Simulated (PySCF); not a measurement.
Basis-set dependence of population analyses: `ClC1CC1`

Compound: C₃H₅Cl.
Geometry (PBE0-D3(BJ)/def2-SVP, Å), atoms numbered from 1 in this order:
```xyz
9
C3H5Cl angstrom
Cl     2.1547   -0.1662   -0.7064
C      0.7316   -0.0916    0.3269
C     -0.5482   -0.6946   -0.1475
C     -0.4030    0.7996   -0.0534
H      1.0043   -0.1851    1.3807
H     -1.1691   -1.2167    0.5857
H     -0.5462   -1.1404   -1.1452
H     -0.9208    1.3359    0.7466
H     -0.3034    1.3572   -0.9879
```

PBE0 throughout (PySCF), one geometry, spherical d and f functions. Geometry: PBE0-D3(BJ)/def2-SVP; no solvent, vibrations or thermal averaging. Atoms taken as equivalent share a column and are averaged.

Mulliken charges (e):

```tsv
basis	functions	Cl1	C2	C3/C4	H5	H6/H8	H7/H9
STO-3G	29	-0.133	-0.065	-0.167	+0.118	+0.101	+0.107
6-31G	50	+0.052	-0.428	-0.327	+0.231	+0.192	+0.207
pcSseg-0	50	+0.003	-0.514	-0.429	+0.297	+0.264	+0.271
6-31G*	70	-0.037	-0.290	-0.356	+0.226	+0.196	+0.210
def2-SVP	85	-0.138	-0.123	-0.070	+0.098	+0.073	+0.079
cc-pVDZ	85	-0.100	-0.163	-0.036	+0.079	+0.060	+0.068
pcSseg-1	100	-0.115	-0.241	-0.200	+0.169	+0.142	+0.151
aug-cc-pVDZ	141	-0.214	+0.416	+0.912	-0.360	-0.434	-0.399
6-311+G(2d,p)	146	-0.130	+0.287	-0.400	+0.129	+0.122	+0.135
def2-TZVP	160	-0.144	-0.023	-0.251	+0.141	+0.127	+0.137
cc-pVTZ	194	-0.144	-0.041	-0.208	+0.126	+0.114	+0.124
IGLO-III	199	+0.003	-0.087	-0.247	+0.103	+0.101	+0.136
```

IAO charges (e):

```tsv
basis	functions	Cl1	C2	C3/C4	H5	H6/H8	H7/H9
STO-3G	29	-0.052	-0.165	-0.270	+0.154	+0.149	+0.153
6-31G	50	-0.092	-0.144	-0.295	+0.173	+0.160	+0.167
pcSseg-0	50	-0.079	-0.160	-0.294	+0.174	+0.160	+0.166
6-31G*	70	-0.089	-0.130	-0.286	+0.163	+0.153	+0.160
def2-SVP	85	-0.081	-0.123	-0.281	+0.157	+0.149	+0.156
cc-pVDZ	85	-0.087	-0.126	-0.289	+0.163	+0.154	+0.161
pcSseg-1	100	-0.087	-0.130	-0.287	+0.164	+0.153	+0.160
aug-cc-pVDZ	141	-0.092	-0.127	-0.298	+0.168	+0.158	+0.166
6-311+G(2d,p)	146	-0.087	-0.132	-0.298	+0.168	+0.158	+0.166
def2-TZVP	160	-0.083	-0.133	-0.299	+0.167	+0.158	+0.165
cc-pVTZ	194	-0.086	-0.131	-0.299	+0.168	+0.158	+0.166
IGLO-III	199	-0.082	-0.134	-0.300	+0.168	+0.158	+0.166
```

Problem. Which scheme is steadiest as the basis changes?

Solution. Largest range over the bases for any column: IAO 0.04 e, Mulliken 1.34 e. IAO charges move least and Mulliken charges most, counted in e. Without the minimal STO-3G basis the ranges are IAO 0.04, Mulliken 1.34 e.

Problem. How much do the charges still move between the two largest bases, cc-pVTZ and IGLO-III?

Solution. At most, over all atoms: Mulliken 0.147 e, IAO 0.004 e.

Problem. What do the same runs give for the total energy, the frontier levels and the dipole moment?

Solution. 
```
        basis  energy (Eh)  HOMO (eV)  LUMO (eV)  μ (D)
       STO-3G    -570.8068      -6.24       4.48   2.16
        6-31G    -577.1294      -7.74       1.23   2.21
     pcSseg-0    -576.3925      -7.94       1.16   2.22
       6-31G*    -577.1789      -7.65       1.12   2.02
     def2-SVP    -576.9713      -7.64       1.30   1.78
      cc-pVDZ    -577.2107      -7.68       1.10   1.89
     pcSseg-1    -577.1648      -7.83       0.89   1.97
  aug-cc-pVDZ    -577.2203      -7.81       0.00   2.01
6-311+G(2d,p)    -577.2444      -7.82       0.40   1.98
    def2-TZVP    -577.2556      -7.77       0.86   1.91
      cc-pVTZ    -577.2606      -7.77       0.85   1.94
     IGLO-III    -577.2542      -7.75       0.78   1.79
```

The dipole is fixed by the density alone, so its range of 0.44 D shows that the density itself changes with the basis, not only its division among atoms.
